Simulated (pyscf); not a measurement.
H₃Si–PH₂ (SMILES [SiH3]P) -> PH₃ (SMILES P) + SiH₂ (SMILES [SiH2]) [singlet], a 1,1-elimination (singlet surface; P–Si, H–Si broken, H–P formed). PySCF, gas phase, ωB97X-D3(BJ)/def2-SVP geometries. Correlated levels are frozen-core, on RHF or UHF. ΔMP2 is the change of the MP2 total energy from the triple- to the quadruple-zeta basis. Energies in kcal/mol from the reactant's lowest minimum found.

AM1 to PM7: differences of heats of formation from MOPAC. 

Q: Quick PM6 single points give ΔE‡ = 113.5 kcal/mol and ΔE = +175.5 kcal/mol. What does CCSD(T)/def2-TZVPP + ΔMP2(QZVPP) give, and how far is the quick result from it?

A: CCSD(T)/def2-TZVPP + ΔMP2(QZVPP) gives ΔE‡ = 55.4 kcal/mol and ΔE = +60.1 kcal/mol. PM6 lies 58.1 kcal/mol over it in the barrier and 115.4 kcal/mol over it in the reaction energy, so on this step it does not hold to within 3.0 kcal/mol. CCSD(T)/def2-TZVPP + ΔMP2(QZVPP) has limits of its own. On the product side the descent ends in an adduct with a H–Si contact, 8.9 kcal/mol under the separated species and 2.5 kcal/mol under the saddle at ωB97X-D3(BJ)/def2-TZVP. At CCSD(T) the saddle lies under the separated products, which points to a path from their complex (located at ωB97X-D3(BJ) alone), and parting the products costs more than the saddle. What is counted as broken (H–Si) persists as a longer contact in the product adduct; parting that adduct is a step of its own. At ωB97X-D3(BJ) the barrier from the zero used here is 60.6 kcal/mol. One saddle was located; it need not be the lowest between these sides. The CCSD(T) − MP2 part came from Ansatz, without density fitting, on the same reference.
